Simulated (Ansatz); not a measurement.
**BSiCl (singlet): wave-function methods side by side, cc-pVDZ**

The task here is to estimate one member of a computed series from the others.

Method: cc-pVDZ, core rule «outside noble gas», up to 11 orbitals frozen; program: Ansatz 0.2.0, Gaussian basis.

To be run: UHF; CCSD(T) on RHF; CCSD(T) on UHF; BCCD(T) on RHF; CISD; CCSDT(Q) on RHF; CCSDT(Q) on UHF; CASSCF and MRCISD+Q, 12 electrons in 11 orbitals; CASSCF and NEVPT2, 12 electrons in 11 orbitals.

25 further runs of the same task are left out: 10 that didn't finish, 15 set aside as unsound or not needed. Runs told in other sessions of the task aren't counted.

### The geometry

The geometry is a PBE0/def2-TZVP stationary point (not a proven minimum) of the parent state, kept for this charge and spin.

3 atoms, charge 0, spin multiplicity 1.

Atoms are counted from 1 here; the program's logs count them from 0.

Bond lengths: B1–Si2 1.881 Å, B1–Cl3 1.690 Å. Angles: Si2–B1–Cl3 180.0°.

Coordinates:

```
atom   x (Å)   y (Å)    z (Å)
  B1  0.0000  0.0000   0.0637
 Si2  0.0000  0.0000  -1.8172
 Cl3  0.0000  0.0000   1.7535
```

Set-up of the first run:

File in.yaml:

```yaml
crystal:
  periodic: [false, false, false]
  atoms:
    - {symbol: B, position_ang: [0.000000, 0.000000, 0.063696]}
    - {symbol: Si, position_ang: [0.000000, 0.000000, -1.817242]}
    - {symbol: Cl, position_ang: [0.000000, 0.000000, 1.753546]}
basis:
  gaussian: {orbitals: cc-pVDZ}
magnetization: {spin_polarized: true, initial_magnetization: 0}
hamiltonian: {xc: hf}
output: {orbitals: {seedname: orbitals}}
```

Started as:

```
ansatz run in.yaml --threads 1 --pin off --events-out ev --progress --plain --max-ram 2393MiB
```

Steps of the session up to this table: UHF; CCSD(T) on RHF; CCSD(T) on UHF; BCCD(T) on RHF; CISD; CCSDT(Q) on RHF; CCSDT(Q) on UHF; CASSCF and MRCISD+Q, 12 electrons in 11 orbitals; CASSCF and NEVPT2, 12 electrons in 11 orbitals.

One of the session's tables, all rows but one given; the rest of the session is left out.

| method | from RCCSDT(Q) (kJ/mol) |
| --- | --- |
| RHF | +875.3 |
| UHF | +788.3 |
| RMP2 | +150.1 |
| UMP2 | +97.8 |
| CISD | +146.1 |
| RCCSD | +48.8 |
| UCCSD | +3.1 |
| RCCSD(T) | +16.5 |
| UCCSD(T) | -28.6 |
| BCCD(T) | +16.3 |
| RCCSDT | +7.9 |
| UCCSDT | -46.2 |
| RCCSDT(Q) | 0 |
| UCCSDT(Q) | -55.8 |
| CASSCF valence | ? |
| NEVPT2 valence | +142.7 |
| MRCISD valence | +74.1 |
| MRCISD+Q valence | +21.3 |

Q: Estimate the row for CASSCF valence from the others.

As computed: from RCCSDT(Q) (kJ/mol): +610.6. In the column «from RCCSDT(Q) (kJ/mol)» it lies between RMP2 (+150.1) and UHF (+788.3).

The program flags UCCSD(T), RCCSDT(Q), UCCSDT(Q) as in doubt (see the logs), so the zero of the table is itself unsure.

Limits of these values: The determinant of CCSD(T) (⟨S²⟩ 1.01) is far from a pure spin state, so its energy mixes those of several spin states; high orders of coupled cluster remove much of that, low ones don't. The report flags that the cluster equations may have other roots. The determinant of CCSDT(Q) (⟨S²⟩ 1.01) is far from a pure spin state, so its energy mixes those of several spin states; high orders of coupled cluster remove much of that, low ones don't. The program flags UCCSD(T), RCCSDT(Q), UCCSDT(Q) as in doubt, so the zero of the table is itself unsure. Warnings: restricted reference is unstable; spin contamination. Restricted and unrestricted rows rest on different reference determinants; a gap between their highest levels can come from leftover correlation error, from unlike frozen cores or from another state.
